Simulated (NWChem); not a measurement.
Molecule: formaldehyde (CH$_{2}$O); SMILES C=O

```xyz
4

C      0.0000     0.0000     0.5276
O      0.0000     0.0000    -0.6805
H      0.0000    -0.9529     1.1393
H      0.0000     0.9529     1.1393
```
Atoms are numbered in this order, from 1.

Computed with NWChem. Medium grid unless said otherwise, to which SCAN and Minnesota functionals are sensitive. Structure relaxed at the PBE-D3(BJ)/def2-SVP level. B3LYP is NWChem's, with the RPA form of VWN correlation. Total energies of different functionals are on different scales.

```json
[
 {"level": "B3LYP/def2-TZVP", "energy (Ha)": "-114.5534", "highest occupied level (eV)": "-7.64", "orbital gap (eV)": "5.97", "dipole (D)": "2.34"},
 {"level": "PBE/def2-TZVP", "energy (Ha)": "-114.4192", "highest occupied level (eV)": "-6.23", "orbital gap (eV)": "3.62", "dipole (D)": "2.15"},
 {"level": "PW91/def2-TZVP", "energy (Ha)": "-114.5103", "highest occupied level (eV)": "-6.30", "orbital gap (eV)": "3.63", "dipole (D)": "2.16"},
 {"level": "LRC-wPBEh/def2-TZVP", "energy (Ha)": "-114.4331", "highest occupied level (eV)": "-9.72", "orbital gap (eV)": "10.19", "dipole (D)": "2.35"},
 {"level": "B3PW91/def2-TZVP", "energy (Ha)": "-114.5043", "highest occupied level (eV)": "-7.60", "orbital gap (eV)": "5.97", "dipole (D)": "2.33"},
 {"level": "MN15-L/def2-TZVP", "energy (Ha)": "-114.4400", "highest occupied level (eV)": "-6.79", "orbital gap (eV)": "4.87", "dipole (D)": "2.18"},
 {"level": "MN15/def2-TZVP", "energy (Ha)": "-114.4218", "highest occupied level (eV)": "-8.75", "orbital gap (eV)": "8.19", "dipole (D)": "2.39"},
 {"level": "TPSSh/def2-TZVP", "energy (Ha)": "-114.5520", "highest occupied level (eV)": "-7.00", "orbital gap (eV)": "5.11", "dipole (D)": "2.28"},
 {"level": "r2SCAN/def2-TZVP", "energy (Ha)": "-114.4848", "highest occupied level (eV)": "-6.55", "orbital gap (eV)": "4.21", "dipole (D)": "2.26"},
 {"level": "revPBE/def2-TZVP", "energy (Ha)": "-114.5196", "highest occupied level (eV)": "-6.19", "orbital gap (eV)": "?", "dipole (D)": "2.12"}
]
```

Question: Complete the blanks.

Answer: 
- revPBE/def2-TZVP, orbital gap (eV): 3.68
